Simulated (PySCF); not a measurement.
# ClF (chlorine monofluoride) at 5 levels

We compute a comparison of 5 runs (HF/STO-3G, HF/3-21G, B3LYP/6-31G*, SCS-MP2/cc-pVTZ, CCSDT/cc-pVTZ) of ClF (chlorine monofluoride). Input form: a Python script.

The results are computed with PySCF 2.14.0.

2 further runs of the same task are left out: 2 set aside as unsound or not needed.

**1. The system as given**

The species is ClF (2 atoms), meant as a singlet with charge 0. As SMILES, `FCl`. Geometry: relaxed at PBE0-D4/def2-TZVP.

Bond lengths: F1–Cl2 1.620 Å.

**2. The energy at HF/STO-3G (run 1)**

Contents of calc.py:

```python
# chlorine monofluoride
from pyscf import gto, scf

mol = gto.M(
    atom='F -0.000000 -0.000000 0.031290; Cl 0.000000 0.000000 1.650960',
    basis='sto-3g',
    max_memory=1860,
    verbose=3,
)

hf = scf.RHF(mol)
hf.conv_tol = 1e-10
hf.kernel()
if not hf.converged:
    hf = hf.newton().run(hf.mo_coeff, hf.mo_occ)

e_final = hf.e_tot
print(f'total energy: {e_final:.8f} hartree')
```

Launch:

```bash
$ OMP_NUM_THREADS=1 python calc.py
```

The log of the run:

```text
converged SCF energy = -552.528979609237
total energy: -552.52897961 hartree
```

Wall time 0.48 s (1 thread of Arm Neoverse V2, shared host); peak memory 0.1 GiB.

**3. The energy at HF/3-21G (run 2)**

Contents of calc.py:

```python
# chlorine monofluoride
from pyscf import gto

mol = gto.Mole()
mol.atom = [
    ('F', (-0.000000, -0.000000, 0.031290)),
    ('Cl', (0.000000, 0.000000, 1.650960)),
]
mol.max_memory = 1860
mol.basis = '3-21g'
mol.charge = 0
mol.spin = 0
mol.verbose = 3
mol.build()

myscf = mol.RHF()
myscf.conv_tol = 1e-10
myscf.kernel()
if not myscf.converged:
    myscf = myscf.newton().run(myscf.mo_coeff, myscf.mo_occ)

energy = myscf.e_tot
print(f'total energy: {energy:.8f} hartree')
```

Launch:

```bash
$ OMP_NUM_THREADS=1 python calc.py
```

The log of the run:

```text
converged SCF energy = -556.102377746994
total energy: -556.10237775 hartree
```

Wall time 0.62 s (1 thread of Arm Neoverse V2, shared host); peak memory 0.12 GiB.

Run 3 isn't shown in full; the table further down has it.

**4. The energy at SCS-MP2/cc-pVTZ (run 4)**

Contents of job.py:

```python
from pyscf import gto, scf, mp

mol = gto.M(
    atom=[
    ('F', (-0.000000, -0.000000, 0.031290)),
    ('Cl', (0.000000, 0.000000, 1.650960)),
],
    basis='cc-pvtz',
    spin=0,
    verbose=3,
    max_memory=1860,
)

mf = scf.RHF(mol)
mf.conv_tol = 1e-10
mf.kernel()
if not mf.converged:
    mf = mf.newton().run(mf.mo_coeff, mf.mo_occ)

pt = mp.MP2(mf, frozen=6).run()
e_tot = mf.e_tot + 1.2 * pt.e_corr_os + pt.e_corr_ss / 3
print('E = %.10f Eh' % e_tot)
```

Launch:

```bash
$ OMP_NUM_THREADS=1 python job.py
```

The log of the run:

```text
converged SCF energy = -558.901315806344
E(RMP2) = -559.345720665029  E_corr = -0.444404858685087
E(SCS-RMP2) = -559.337842933644  E_corr = -0.436527127299599
E = -559.3378429336 Eh
```

Run time: 0.91 s. Hardware: 1 thread of Arm Neoverse V2, shared host; peak memory 0.14 GiB.

**5. The energy at CCSDT/cc-pVTZ (run 5)**

Contents of run.py:

```python
# chlorine monofluoride
from pyscf import gto, scf, cc

mol = gto.M(
    atom=[
    ('F', (-0.000000, -0.000000, 0.031290)),
    ('Cl', (0.000000, 0.000000, 1.650960)),
],
    verbose=3,
    max_memory=1860,
    charge=0,
    basis='cc-pvtz',
)

mf = scf.RHF(mol)
mf.conv_tol = 1e-10
mf.kernel()
if not mf.converged:
    mf = mf.newton().run(mf.mo_coeff, mf.mo_occ)

mycc = cc.CCSDT(mf, frozen=6)
mycc.kernel()
energy = mycc.e_tot
print('Final energy', energy)
```

Launch:

```bash
$ OMP_NUM_THREADS=1 python run.py
```

The log of the run:

```text
converged SCF energy = -558.901315806344
_make_eris_incore_RCCSDT

WARN: A large `blksize` is being used, which may cause large memory consumption
      for storing contraction intermediates. If memory is sufficient, consider using
      `pyscf.cc.rccsdt_highm.RCCSDT` instead.

RCCSDT converged
E(RCCSDT) = -559.379965918624   E_corr = -0.4786501122798599
E_corr(same-spin) = -0.105667110742521
E_corr(oppo-spin) = -0.372983001537339
Final energy -559.379965918624
```

Run time: 8 min. Hardware: 1 thread of Arm Neoverse V2, shared host; peak memory 2.2 GiB.

**6. The series**

| run | level | integration grid | frozen core orbitals | energy (Eh) | dipole moment (D) of the reference | HOMO energy (eV) | LUMO energy (eV) | wall time |
| --- | --- | --- | --- | --- | --- | --- | --- | --- |
| 1 | HF/STO-3G | – | – | -552.528980 | 0.49 | -11.22 | 7.22 | 0.48 s |
| 2 | HF/3-21G | – | – | -556.102378 | 1.17 | -13.29 | 2.62 | 0.62 s |
| 3 | B3LYP/6-31G* (spherical functions) | 5 | – | -559.937179 | 0.89 | -8.80 | -2.81 | 1.9 s |
| 4 | SCS-MP2/cc-pVTZ | – | 6 | -559.337843 | 1.18 | -13.34 | 1.89 | 0.91 s |
| 5 | CCSDT/cc-pVTZ | – | 6 | -559.379966 | 1.18 | -13.34 | 1.89 | 8 min |

**7. Outcome**

| quantity | value |
| --- | --- |
| run 5: total energy | -559.37997 Eh |
| run 5: dipole moment (Hartree–Fock density) | 1.18 D |
| run 5: HOMO energy (Hartree–Fock orbitals) | -13.34 eV |
| run 5: LUMO energy (Hartree–Fock orbitals) | 1.89 eV |
| run 5: HOMO–LUMO gap (Hartree–Fock orbitals) | 15.23 eV |
| run 5: correlation energy (6 core orbitals frozen) | -478.7 mEh |
| run 5: T1 diagnostic | 0.011 |

What this shows: Over runs 1, 2, 3 the dipole moment (its size) runs from 0.49 D (HF/STO-3G) to 1.17 D (HF/3-21G). The two dipoles point in opposite directions. Over runs 1, 2, 3 the HOMO–LUMO gap runs from 5.98 eV (B3LYP/6-31G*) to 18.45 eV (HF/STO-3G). The two ends differ in method and basis. In run 1 the basis is minimal, so the values are rough. All runs together took 8 min, the longest 8 min.
